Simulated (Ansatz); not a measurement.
Born–Oppenheimer molecular dynamics of CH7AlO (10 atoms, charge 0, multiplicity 1). It starts at the highest image of a converged band, a first-order saddle point between two minima.

Level of theory: RKS PBE/def2-SVP in Ansatz 0.2.0.

* ensemble: NVE (velocity Verlet)
* time step: 0.5 fs
* steps asked: 200
* starting velocities drawn for: 300 K
* seed: 10705

First frame:

```xyz
10
Properties=species:S:1:pos:R:3
Al 0.015 -0.227 0.077
C -0.049 -0.159 2.216
H -1.016 -0.203 2.756
H 0.762 -0.500 2.891
H 0.158 0.932 2.079
H 1.449 0.221 -0.459
H -1.374 0.315 -0.509
O -0.053 -2.108 0.441
H -0.886 -2.588 0.279
H -0.117 -1.430 1.444
```

(1) How far do the bonds stretch over the last three quarters of this one trajectory? (Pairs bonded in most of those frames.)

Results:

(1) 
```tsv
bond	mean (Å)	spread (Å)	shortest	longest
Al1–C2	1.981	0.014	1.96	2.02
Al1–H6	1.615	0.047	1.54	1.68
Al1–H7	1.623	0.019	1.59	1.65
C2–H3	1.113	0.017	1.08	1.14
C2–H4	1.115	0.011	1.10	1.14
C2–H5	1.113	0.005	1.10	1.12
O8–H9	0.979	0.011	0.96	0.99
O8–H10	0.979	0.014	0.95	1.01
```

Mean temperature of the second half: 310 K. The conserved energy stayed within 0.094 meV per atom of its start (net change 0.052 meV per atom), so the integration is sound. A run of 0.1 ps of so small a system gives no equilibrium averages. The orbitals stay closed-shell, which can raise the energy where a bond breaks towards radicals; this wasn't checked here.

The run took 2.9 min on 2 threads of Arm Neoverse V2, on a shared host, peak memory 0.11 GiB.
